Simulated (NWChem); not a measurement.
acetylene (C2H2); SMILES C#C

Computed with NWChem. All runs use the structure optimised with B3LYP/6-31G* (spherical d). Level: PBE0/def2-SVP with COSMO at NWChem's default radii, gas-phase geometry; rows give the dielectric constant.

| dielectric constant | electrostatic solvation energy (kcal/mol) |
|---|---|
| 1.5 | -1.0 |
| 7.6 | -2.6 |
| 11.7 | -2.8 |
| 20.7 | -2.9 |
| 37.5 | -3.0 |
